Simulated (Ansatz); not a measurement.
One change: `CCC(=O)S` becomes `C#CC(=O)S`.

Ansatz, PBE0-D4/def2-TZVP geometries, multiplicity 1. Each molecule was computed in one conformer, which needn't be the lowest.

```csv
property,`CCC(=O)S`
HOMO energy (B3LYP/def2-TZVPP) / eV,-7.40
HOMO–LUMO gap (PBE/def2-TZVPP) / eV,4.50
HOMO energy (ωB97M-V/def2-TZVPP) / eV,-9.92
size of the dipole moment (PBE/def2-TZVPP) / D,1.64
LUMO energy (B3LYP/def2-TZVPP) / eV,-0.82
HOMO–LUMO gap (B3LYP/def2-TZVPP) / eV,6.57
```

**Question.** What does the change do to each property? (An estimate is asked.)

**Answer.** Ansatz gave: 
```csv
property,`C#CC(=O)S`,shift
HOMO energy (B3LYP/def2-TZVPP) / eV,-7.89,-0.49
HOMO–LUMO gap (PBE/def2-TZVPP) / eV,3.71,-0.79
HOMO energy (ωB97M-V/def2-TZVPP) / eV,-10.31,-0.39
size of the dipole moment (PBE/def2-TZVPP) / D,1.94,0.30
LUMO energy (B3LYP/def2-TZVPP) / eV,-2.23,-1.41
HOMO–LUMO gap (B3LYP/def2-TZVPP) / eV,5.67,-0.90
```

With PBE0 the HOMO falls by 0.50 eV and the LUMO falls by 1.46 eV, so the gap narrows by about 0.96 eV. PBE moves the HOMO by -0.49 eV and ωB97M-V by -0.39 eV. Dipoles are sizes alone; their direction can turn.

B3LYP here is the variant with VWN-RPA as its local correlation; programs differ in this.
